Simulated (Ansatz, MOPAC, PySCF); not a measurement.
Gas-phase reaction in SMILES: FB(F)F + 3 [H][H] (H2) → B (BH3) + 3 F (HF)

Quantity: energy of full hydrogenation (enthalpy at 298 K), in kcal/mol. Conventions: no spin-orbit coupling; six Cartesian d functions in 6-31G* and its kin unless marked 5d; non-relativistic; LANL2DZ all-electron up to Ne; 6-311+G** with 5d; frozen cores in correlated levels; no dispersion term unless named. Basis-set limits of correlation are two-point, X^-3; Hartree-Fock from the larger set. Ab initio and DFT rows: single points at B3LYP-D3(BJ) geometries (Ansatz, an electronic-structure program), with unscaled harmonic terms from B3LYP/6-31G* (Ansatz) at its own minima. Semi-empirical rows: MOPAC heats of formation at their own minima for 298 K.

Coupled cluster (Ansatz) is a level with limits of its own, used here on species with T1 under 0.025 (0.045 for open shells) and stable references: CCSD(T)/CBS(cc-pVTZ,cc-pVQZ).

Value to compare with, CCSD(T)/CBS(cc-pVTZ,cc-pVQZ) (Ansatz): 99.6 kcal/mol.

| level | program | energy of full hydrogenation (enthalpy at 298 K) (kcal/mol) | difference |
|---|---|---|---|
| PM3 | MOPAC | 170.7 | 71.1 |
| PM6 | MOPAC | 189.0 | 89.4 |
| MNDO | MOPAC | 91.3 | -8.3 |
| HF/LANL2DZ | Ansatz | 66.2 | -33.4 |
| HF/6-311+G** | Ansatz | 86.0 | -13.6 |
| PBE/3-21G | Ansatz | 179.2 | 79.6 |
| PBE/LANL2DZ | Ansatz | 94.1 | -5.5 |
| PBE/6-311+G** | Ansatz | 90.4 | -9.2 |
| BP86/6-31G* (5d) | PySCF | 138.0 | 38.4 |
| B3LYP/6-31G* | Ansatz | 135.9 | 36.3 |
| B3LYP/6-31G** | Ansatz | 126.2 | 26.6 |
| MP2/STO-3G | Ansatz | 178.4 | 78.8 |
| B3PW91/6-31G* (5d) | PySCF | 131.2 | 31.6 |
| PBE0/def2-TZVPD | Ansatz | 97.3 | -2.3 |
| wB97M-V/def2-TZVPD | Ansatz | 100.0 | 0.4 |
| B2PLYP-D3(BJ)/def2-TZVPD | Ansatz + dftd3 | 101.0 | 1.4 |

Among the 13 habitual levels, PM6 lies farthest from CCSD(T)/CBS(cc-pVTZ,cc-pVQZ) (Ansatz) (89.4 kcal/mol) and PBE/LANL2DZ nearest (-5.5); 8 of 13 lie above it, and their mean absolute difference is 40.1 kcal/mol, the median 33.4. One case shows no general order.

The levels are drawn from those run, B3LYP/6-31G* more often than the rest, none by its result; left out are runs that failed, that the program found above a lower state of the same kind, or whose <S^2> lies over 0.5 above the pure value.
